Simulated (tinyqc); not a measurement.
Hueckel theory of the pi electrons, for the molecule O=CC=O (SMILES; centres numbered as the heavy atoms are written), step by step. One step of it, computed by the program tinyqc.

Task: Energy, charges, bond orders. E = sum n x; q_r = z_r - P_rr; bond order p = P_rs; free valence = sqrt(3) - sum of p over the bonds of the atom.

x values: [1.941798, 1.312443, -0.061798, -1.432443]

occupations: [2.000000, 2.000000, 0.000000, 0.000000]

charge and bond-order matrix P, order 1O, 2C, 3C, 4O:
$$\begin{pmatrix}
1.312509 & 0.863416 & 0.134789 & -0.372401 \\
0.863416 & 0.687491 & 0.372401 & 0.134789 \\
0.134789 & 0.372401 & 0.687491 & 0.863416 \\
-0.372401 & 0.134789 & 0.863416 & 1.312509
\end{pmatrix}$$

Centres:
```
centre  z_r, pi electrons of the neutral centre         h
1O                                            1  0.880000
2C                                            1  0.000000
3C                                            1  0.000000
4O                                            1  0.880000
```

Bonds:
```
i  j  k
1  2  1
2  3  1
3  4  1
```

Give: pi energy = 4 alpha + this times beta; pi charges; Bond orders and lengths from R = 1.517 - 0.180 p; free valence of the carbons; gap between the highest filled and the next level.

Result:

pi energy = 4 alpha + this times beta = 6.5085

pi charges: 1O -0.3125, 2C 0.3125, 3C 0.3125, 4O -0.3125

Bond orders and lengths from R = 1.517 - 0.180 p (angstrom, C-C alone):
```
bond       p       R
1-2   0.8634       -
2-3   0.3724  1.4500
3-4   0.8634       -
```

free valence of the carbons: 2C 0.4962, 3C 0.4962

gap between the highest filled and the next level = 1.3742 |beta|
